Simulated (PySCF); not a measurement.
# Spin-rotation constants: SMILES c1c[cH+]1, [C3H3]+, charge +1

Geometry:
```
atom   x (Å)   y (Å)   z (Å)
  C1  -0.397  -0.679  -0.012
  C2  -0.389   0.685   0.005
  C3   0.788  -0.004   0.010
  H4  -0.949  -1.623  -0.030
  H5  -0.931   1.635   0.010
  H6   1.882  -0.011   0.022
```

Total charge +1.

Computed with GIAO X3LYP/pcSseg-2 magnetisability, rotational g tensor and spin-rotation constants, non-relativistic, gas phase in PySCF. Geometry: PBE0-D3(BJ)/def2-SVP.

For an ion the centre-of-mass motion in the field is neglected.

Q: Give the nuclear spin-rotation constants along the inertial axes (H = +C I·J) beside the isotropic shieldings.

A: Rotational constants 30.6054, 30.6048, 15.3026 GHz. A star marks the isotopologue with that one atom substituted, in its own axes.
| atom | isotope | Caa (kHz) | Cbb (kHz) | Ccc (kHz) | mean (kHz) | σ (ppm) |
| --- | --- | --- | --- | --- | --- | --- |
| H4 | 1H | -0.072 | -0.072 | -1.800 | -0.648 | 20.6 |
| H5 | 1H | -0.072 | -0.072 | -1.800 | -0.648 | 20.6 |
| H6 | 1H | -0.072 | -0.072 | -1.800 | -0.648 | 20.6 |
| C1 | 13C* | 16.826 | 17.250 | 0.988 | 11.688 | -5.0 |

Where two moments of inertia are equal or nearly so, the constants along those axes are given as their average.
For the geometry as given, no vibrational averaging.
